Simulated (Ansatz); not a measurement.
Input file for `CC([O])=O` radical:

```yaml
crystal:
  periodic: [false, false, false]
  atoms:
    - {symbol: C, position_ang: [0.140212, 0.458279, -0.483754]}
    - {symbol: C, position_ang: [-0.172439, -0.522748, 0.582990]}
    - {symbol: O, position_ang: [0.639016, -0.901620, 1.455647]}
    - {symbol: O, position_ang: [-1.274886, -1.097492, 0.715179]}
    - {symbol: H, position_ang: [-0.765500, 0.983160, -0.787680]}
    - {symbol: H, position_ang: [0.537378, -0.081815, -1.346662]}
    - {symbol: H, position_ang: [0.896218, 1.162256, -0.135720]}
basis:
  gaussian: {orbitals: def2-QZVPP}
magnetization: {spin_polarized: true, initial_magnetization: 1}
correlation: {method: ccsd_t}
scf: {omitted_lower_state_checks: [cluster_reference]}
```

```sh
$ ansatz run in.yaml --threads 2 --pin off --events-out ev --progress --plain --max-ram 32768MiB --backend cuda --devices 0, --max-vram 18GiB
```

Output of Ansatz, abridged:

```
Functional definition: HF
1950 factors; integrals over basis functions are off by at most 6.6e-4 eV
mean field evaluation 1: about -6180.9628 eV, gradient 2.5e1 eV
mean field evaluation 2: about -6180.9637 eV, gradient 2.5e1 eV
mean field evaluation 4: about -6183.8353 eV, gradient 3.3e0 eV
mean field evaluation 8: about -6183.9197 eV, gradient 1.5e-1 eV
mean field evaluation 16: about -6183.9202 eV, gradient 1.2e-2 eV
mean field -6184.31309508 eV, -227.2693143663 hartree, gradient 1.9e-6 eV, S^2 0.761677; 10 other end points of the search recorded, 0 dependent functions left out
4 core orbitals not correlated: weight in the atoms' cores, before any rotation towards them, 1.000 or more for the frozen orbitals, at most 0.000 for the correlated occupied ones
reference -6184.31309508 eV, -227.2693143663 hartree; 12, 11 occupied and 302, 303 virtual orbitals, 1950 factors
second order -21.80064353 eV of doubles, -0.00000000 eV of singles
cycle   1  -21.50174596 eV  change    3.0e-1 eV  update   1.3e-1
cycle   2  -22.10043379 eV  change   -6.0e-1 eV  update   4.9e-2
cycle   3  -22.26803071 eV  change   -1.7e-1 eV  update   4.3e-2
cycle   4  -22.31416020 eV  change   -4.6e-2 eV  update   3.0e-2
cycle   5  -22.32996192 eV  change   -1.6e-2 eV  update   2.5e-2
cycle   6  -22.40373318 eV  change   -7.4e-2 eV  update   2.0e-2
cycle   7  -22.43737803 eV  change   -3.4e-2 eV  update   1.3e-2
cycle   8  -22.45624425 eV  change   -1.9e-2 eV  update   6.7e-3
cycle   9  -22.46485254 eV  change   -8.6e-3 eV  update   3.5e-3
cycle  10  -22.46256494 eV  change    2.3e-3 eV  update   1.3e-3
cycle  11  -22.46394990 eV  change   -1.4e-3 eV  update   6.6e-4
cycle  12  -22.46525063 eV  change   -1.3e-3 eV  update   2.7e-4
cycle  13  -22.46455768 eV  change    6.9e-4 eV  update   1.4e-4
cycle  14  -22.46471833 eV  change   -1.6e-4 eV  update   6.1e-5
cycle  15  -22.46477035 eV  change   -5.2e-5 eV  update   3.8e-5
cycle  16  -22.46474312 eV  change    2.7e-5 eV  update   2.5e-5
perturbative correction -1.10987962 eV, -0.0407873238 hartree
Total energy: -6207.88771783 eV, -228.1356657727 hartree
Checks for a lower state left out: cluster_reference
```

Hardware: 2 threads of an AMD EPYC 7R13 on a shared host and a share of an NVIDIA H100 80 GB. Wall time 70 s, peak host memory 0.85 GiB.

Correlation energy per correlated electron: -1.025 eV. T1 diagnostic: 0.0625.
